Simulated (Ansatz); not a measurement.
We consider hcp Ru, described by B3LYP (VWN-RPA form) (PAW; Ansatz, an electronic-structure program).

Numerical settings: plane-wave cutoff 460 eV, 12×12×6 k mesh (along the axes of the cell as run), Fermi–Dirac smearing 0.05 eV, no spin polarisation, scalar-relativistic PAW data made under PBE.

Computed at the level's own relaxed cell.

**Question.** What does this level give for the equilibrium lattice constant a and c axis length?

**Answer.** 
equilibrium lattice constant a: 2.722 Å
c axis length: 4.295 Å

Measured, for comparison: lattice constant a 2.706 Å (293 K, no zero-point or thermal correction, our sources range from 2.700 to 2.706; as tabulated in Wikipedia's data pages); lattice parameter c 4.282 Å (293 K, no zero-point or thermal correction; as tabulated in Wikipedia's data pages). Computed (rounded) less measured: lattice constant a +0.6 % (+0.6 % to +0.8 % over the range), lattice parameter c +0.3 %.

Static lattice: no zero-point or thermal effects.

Cost on a shared machine: around 30 core-minutes (rough).
